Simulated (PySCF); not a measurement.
PySCF input (CCSD(T)/cc-pVDZ):

```python
from pyscf import gto, scf, mp, cc as ccmod

mol = gto.M(
    atom='''
    O    -0.00000000   -0.00000000   -1.68048500
    C    -0.00000000   -0.00000000   -0.52503293
    S     0.00000000    0.00000000    1.03712985
    ''',
    basis='cc-pvdz',
    charge=0,
    spin=0,
    verbose=4,
)

mf = scf.RHF(mol)
mf.conv_tol = 1e-10
mf.max_cycle = 100
mf.kernel()
mp2 = mp.MP2(mf, frozen=7).run()
cc = ccmod.CCSD(mf, frozen=7)
cc.max_cycle = 100
cc.kernel()
et = cc.ccsd_t()
print(f'E(CCSD(T)) = {cc.e_tot + et:.9f}')
```

End of the output:

```
Extra cycle  E= -510.29090406671  delta_E= -6.14e-12  |g|= 1.5e-06  |ddm|= 4.2e-06
converged SCF energy = -510.29090406671

******** <class 'pyscf.mp.mp2.RMP2'> ********
nocc = 8, nmo = 39
frozen orbitals 7
E(RMP2) = -510.72632373873  E_corr = -0.435419672019908
E(SCS-RMP2) = -510.707655498918  E_corr = -0.416751432208018
E_corr(same-spin) = -0.122021739479851
E_corr(oppo-spin) = -0.313397932540056

******** <class 'pyscf.cc.ccsd.CCSD'> ********
CC2 = 0
CCSD nocc = 8, nmo = 39
frozen orbitals 7
max_cycle = 100
direct = 0
conv_tol = 1e-07
conv_tol_normt = 1e-05
diis_space = 6
diis_start_cycle = 0
diis_start_energy_diff = 1e+09
Init t2, MP2 energy = -510.726323705125  E_corr(MP2) -0.435419638414437
Init E_corr(CCSD) = -0.435419638415408
cycle = 1  E_corr(CCSD) = -0.421485120515177  dE = 0.0139345179  norm(t1,t2) = 0.0804002
cycle = 2  E_corr(CCSD) = -0.440714108192417  dE = -0.0192289877  norm(t1,t2) = 0.0298683
cycle = 3  E_corr(CCSD) = -0.438628006827185  dE = 0.00208610137  norm(t1,t2) = 0.0164781
cycle = 4  E_corr(CCSD) = -0.440601876040564  dE = -0.00197386921  norm(t1,t2) = 0.00531833
cycle = 5  E_corr(CCSD) = -0.440703993071555  dE = -0.000102117031  norm(t1,t2) = 0.000938858
cycle = 6  E_corr(CCSD) = -0.440635045394661  dE = 6.89476769e-05  norm(t1,t2) = 0.000460169
cycle = 7  E_corr(CCSD) = -0.440605684134892  dE = 2.93612598e-05  norm(t1,t2) = 9.99767e-05
cycle = 8  E_corr(CCSD) = -0.440613798182035  dE = -8.11404714e-06  norm(t1,t2) = 4.94657e-05
cycle = 9  E_corr(CCSD) = -0.440613558724688  dE = 2.39457347e-07  norm(t1,t2) = 1.61686e-05
cycle = 10  E_corr(CCSD) = -0.440612823460278  dE = 7.3526441e-07  norm(t1,t2) = 4.94268e-06
cycle = 11  E_corr(CCSD) = -0.44061303702731  dE = -2.13567032e-07  norm(t1,t2) = 1.80133e-06
cycle = 12  E_corr(CCSD) = -0.440612896531451  dE = 1.40495858e-07  norm(t1,t2) = 6.64853e-07
cycle = 13  E_corr(CCSD) = -0.440612908049568  dE = -1.15181166e-08  norm(t1,t2) = 1.85809e-07
CCSD converged
E(CCSD) = -510.7315169747598  E_corr = -0.440612908049568
CCSD(T) correction = -0.019909669930561
E(CCSD(T)) = -510.751426645
```
